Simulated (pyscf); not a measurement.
Elimination: H₃C–O–GaH₂ → CH₄ + O=GaH

Gas phase, singlet surface, charge 0. Bonds broken: C1–O2, Ga3–H7. Bonds formed: C1–H7. PySCF, gas phase, ωB97X-D3(BJ)/def2-SVP geometries. MP2 and CC: frozen core, UHF for open shells. ΔMP2 is the change of the MP2 total energy from the triple- to the quadruple-zeta basis.

Transition state (Å):

```xyz
8

C     -1.0011     0.9138     0.1428
O     -1.9102    -0.9543    -0.2657
Ga    -0.4158    -1.3328    -1.0168
H     -1.5026     0.5903     1.0577
H     -1.6515     1.4353    -0.5607
H     -0.0701     1.4546     0.3586
H     -0.0183     0.3059    -0.9900
H      0.6219    -2.4071    -1.4457
```

One imaginary mode, 1476i cm⁻¹; descent along it reached the two sides named.

| bond | change | reactant side (Å) | saddle | product side |
|---|---|---|---|---|
| C1–O2 | breaks | 1.403 | 2.117 | 3.6 |
| Ga3–H7 | breaks | 1.564 | 1.686 | 3.0 |
| C1–H7 | forms | 3.3 | 1.618 | 1.101 |

Electronic energies relative to the reactant's lowest minimum found (kcal/mol):

| level | barrier | reaction energy | reverse barrier |
|---|---|---|---|
| ωB97X-D3(BJ)/def2-TZVP | 102.0 | +24.3 | 77.7 |
| PBE/def2-TZVP | 85.8 | +13.6 | 72.1 |
| r²SCAN/def2-TZVP | 91.8 | +18.6 | 73.2 |
| B3LYP-D3(BJ)/def2-TZVP | 94.5 | +18.7 | 75.7 |
| PBE0-D3(BJ)/def2-TZVP | 97.3 | +22.5 | 74.7 |
| M06-2X/def2-TZVP | 103.0 | +26.8 | 76.2 |
| ωB97M-D3(BJ)/def2-TZVP | 99.6 | +21.8 | 77.8 |
| HF/def2-TZVP | 123.1 | +34.1 | 89.0 |
| MP2/def2-QZVPP | 95.6 | +13.6 | 82.0 |
| CCSD/def2-TZVPP | 103.8 | +22.5 | 81.2 |
| CCSD(T)/def2-TZVPP | 96.7 | +18.9 | 77.8 |
| CCSD(T)/def2-TZVPP + ΔMP2(QZVPP) | 95.8 | +18.6 | 77.2 |

With CCSD(T)/def2-TZVPP + ΔMP2(QZVPP) energies and thermal terms (ideal gas, 1 atm, RRHO with modes under 100 cm⁻¹ raised to 100, one conformer, R ln 2 for chiral ones without a mode under 150 cm⁻¹), in kcal/mol:

```csv
T (K),ΔH‡,ΔG‡,ΔH,ΔG
298,93.2,93.2,+18.6,+10.6
600,93.3,93.2,+18.2,+2.6
900,93.1,93.1,+17.4,-5.0
1200,92.8,93.2,+16.4,-12.3
```

The same reactants have a lower exit, to CH₃• + •O–GaH₂ (no saddle counted: cutting one bond costs +93.5 kcal/mol at ωB97M-D3(BJ), against +99.6 kcal/mol here). H₃C–O–GaH₂ lies 21.8 kcal/mol over its isomer H₃C–GaH–OH (electronic energy, ωB97M-D3(BJ)). O=GaH lies 48.1 kcal/mol over its isomer HO–Ga [singlet] (electronic energy, ωB97M-D3(BJ)). One saddle was located; it need not be the lowest between these sides. The CCSD(T) − MP2 part came from Ansatz, without density fitting, on the same reference. The frozen core leaves the outer d or s,p core shells of the metals and heavy elements correlated in the MP2 and CC values, and def2-TZVPP describes them poorly, which can shift differences by a few kcal/mol. Elements up to Kr have no core potential and no relativistic terms here.
